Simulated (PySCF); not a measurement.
Bonds (- single, = double, # triple, : aromatic): C1-C2, C2-C3, C2-C4, C2-C5, C5#N6. C1 carries H7, H8, H9; C3 carries H10, H11, H12; C4 carries H13, H14, H15.

GIAO shifts from PySCF 2.14 on PBE0-D3(BJ)/def2-TZVP geometries (one conformer, non-relativistic, equivalent nuclei averaged), against TMS at the same level and in the same medium; PCM means IEF-PCM chloroform.

Measured (solution, not stated per compound (mostly CDCl3 or CCl4); Pretsch, Buehlmann, Badertscher, Structure Determination of Organic Compounds, 4th ed. (2009)): C2 28.1, C1/C3/C4 28.5, H7/H8/H9/H10/H11/H12/H13/H14/H15 1.37 ppm.

Which unscaled values do B97-2/pcSseg-2, gas; WP04/pcSseg-2, PCM; wB97X-D/pcSseg-2, PCM give, and how close are they?

## Answers


| atoms | measured | B97-2/pcSseg-2, gas | WP04/pcSseg-2, PCM | wB97X-D/pcSseg-2, PCM |
| --- | --- | --- | --- | --- |
| C2 | 28.1 | 30.8 | 36.9 | 32.2 |
| C1/C3/C4 | 28.5 | 31.0 | 30.9 | 31.5 |
| H7/H8/H9/H10/H11/H12/H13/H14/H15 | 1.37 | 1.27 | 1.35 | 1.36 |

Mean absolute error for 13C: B97-2/pcSseg-2, gas 2.6, WP04/pcSseg-2, PCM 5.6, wB97X-D/pcSseg-2, PCM 3.6 ppm.

Mean absolute error for 1H: B97-2/pcSseg-2, gas 0.10, WP04/pcSseg-2, PCM 0.02, wB97X-D/pcSseg-2, PCM 0.01 ppm.
